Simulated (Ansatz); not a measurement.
Computed with Ansatz on PBE0-D4/def2-TZVP structures; ΔE is electronic, products minus reactants. CCSD(T)/CBS is the MP2 limit (def2-TZVPP, def2-QZVPP) plus CCSD(T) − MP2 in def2-TZVPP, frozen cores. This one scheme is used for every species, atoms too. DFT in def2-TZVPP. HSE06 is defined as in plane-wave codes. Open shells (•) are unrestricted, without spin–orbit coupling. Spin–orbit coupling would lower the free atoms: a little for Cl.

`[NH2][AlH2]` + Cl• → `[NH2][AlH]`• + HCl  (hydrogen abstraction from the Al–H bond)

```
       level  ΔE (eV)
    HSE06-D4    -0.88
MP2/def2-SVP    -0.63
```

Task: What does CCSD(T)/CBS give? (Best estimate.)

Result: The calculation gave: -0.74 eV. The listed levels differ from it by -0.14, 0.11 eV.

Largest T1 diagnostic among the species: 0.015.

At CCSD(T), def2-SVP lies +0.22 eV from the extrapolated value and def2-TZVPP +0.06 eV. From r2SCAN to r2SCAN0 (25 % exact exchange), in def2-TZVPP and without D4, ΔE moves by +0.08 eV. Leaving LDA and LC-ωPBE aside and taking each functional with its dispersion term where it has one, the values, not all of them listed here, spread over 0.42 eV, from PBE-D4 to BHLYP-D4. LDA lies −0.24 eV from PBE without D4.

CCSD(T)/CBS has its own doubt, a few kJ/mol and more with outer-core shells, so smaller differences from it don't rank the levels.
